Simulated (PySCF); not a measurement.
These are PBE-D3(BJ)/def2-TZVP // PBE0-D3(BJ)/def2-TZVP run with PySCF values and carry that method's errors. All species are isolated molecules in the gas phase. 

Reference species (SMILES): `[Cl][Al]([Cl])[Cl]` (neutral, multiplicity 1).

```json
{
 "HOMO": "-7.95 eV",
 "LUMO": "-2.11 eV",
 "HOMO–LUMO gap": "5.84 eV"
}
```

Changed species: `[AlH3]` (3 of 3 Cl replaced by H; the reference has 0 of 3 Cl replaced by H).

**Question.** What does the change do to the HOMO, LUMO and HOMO–LUMO gap?

**Answer.** the HOMO increases by 0.65 eV, to -7.30 eV; the LUMO falls by 0.42 eV, to -2.53 eV; the HOMO–LUMO gap falls by 1.07 eV, to 4.77 eV.
